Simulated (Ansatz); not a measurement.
Geometry optimisation, RKS PBE0/def2-SVP in Ansatz.

The input (input.yaml):

```yaml
crystal:
  periodic: [false, false, false]
  atoms:
    - { symbol: B, position_ang: [0.0, 0.0, 0.0] }
    - { symbol: H, position_ang: [0.0, 0.0, 1.19] }
    - { symbol: H, position_ang: [1.0305, 0.0, -0.595] }
    - { symbol: O, position_ang: [-1.2211, 0.0, -0.705] }
    - { symbol: H, position_ang: [-1.7308, -0.8467, -0.4965] }
basis:
  gaussian: { orbitals: def2-SVP }
hamiltonian:
  xc: pbe0
relax:
  f_tol: 0.02
  max_steps: 40
```

Run as:

```bash
$ ansatz run input.yaml --threads 1 --pin off --max-ram 2048MiB --backend cpu --events-out ev --progress --plain --runs-dir out
```

**Question.** Where does it end, and by what steps?

**Answer.** The forces met the threshold. After 7 steps the energy has fallen by 0.663 eV; O4 moved furthest, 0.38 Å.

```tsv
step	energy less start (eV)	largest force component (eV/Å)	accepted
0	0.0000	2.213	yes
1	-0.2747	2.567	yes
2	-0.5096	3.607	yes
3	-0.5392	2.812	yes
4	-0.6576	0.470	yes
5	-0.6628	0.103	yes
6	-0.6629	0.054	yes
7	-0.6631	0.003	yes
```

```xyz
5
Properties=species:S:1:pos:R:3
B 0.011 -0.067 -0.037
H -0.075 -0.124 1.172
H 1.040 0.222 -0.601
O -1.052 -0.326 -0.819
H -1.846 -0.551 -0.322
```

The run took 6.8 s on 1 thread of Arm Neoverse V1 (shared host), peak memory 0.095 GiB.
